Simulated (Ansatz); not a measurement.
```yaml
crystal:
  periodic: [false, false, false]
  atoms:
    - {symbol: C, position_ang: [-2.146958, -0.107761, -0.001648]}
    - {symbol: C, position_ang: [-1.120820, 0.637621, 0.005077]}
    - {symbol: Ge, position_ang: [0.540313, -0.087610, -0.000567]}
basis:
  gaussian: {orbitals: def2-TZVP}
hamiltonian: {xc: pbe0}
relax: {f_tol: 0.004, max_steps: 80}
```

```sh
$ ansatz run in.yaml --threads 1 --pin off --events-out ev --progress --plain --max-ram 2176MiB
```

Steps of the relaxation (energy above the last step; positions in Å, forces in eV/Å):

```
3
step 1, 62.2 meV
C    -2.147   -0.108   -0.002   -0.606   -0.594   -0.005
C    -1.121    0.638    0.005    1.658    0.230    0.003
Ge    0.540   -0.088   -0.001   -1.051    0.364    0.003
```

```
3
step 2, 35.8 meV
C    -2.138   -0.115   -0.002   -0.003   -0.145   -0.001
C    -1.110    0.644    0.005    0.359    0.075    0.001
Ge    0.520   -0.087   -0.001   -0.356    0.069    0.000
```

```
3
step 3, 30.2 meV
C    -2.125   -0.122   -0.002    0.129   -0.036    0.000
C    -1.106    0.654    0.005   -0.166    0.138    0.001
Ge    0.504   -0.090   -0.001    0.037   -0.102   -0.001
```

```
3
step 4, 24.3 meV
C    -2.105   -0.132   -0.002    0.066   -0.073   -0.001
C    -1.109    0.672    0.005   -0.162    0.199    0.002
Ge    0.487   -0.098   -0.001    0.096   -0.126   -0.001
```

```
3
step 8, 0.0 meV
C    -1.940   -0.200   -0.002   -0.001   -0.001    0.000
C    -1.151    0.805    0.007    0.000    0.001    0.000
Ge    0.363   -0.163   -0.001    0.001    0.000    0.000
```

Close pairs at the end: C1–C2 1.278 Å, C2–Ge3 1.797 Å, C1–Ge3 2.303 Å.

A stationary point of restricted PBE0 after 8 steps (its stability towards spin polarisation wasn't tested); no frequencies were run, so it isn't proven a minimum. 25 s on 1 thread of Intel Xeon Platinum 8259CL, shared host.
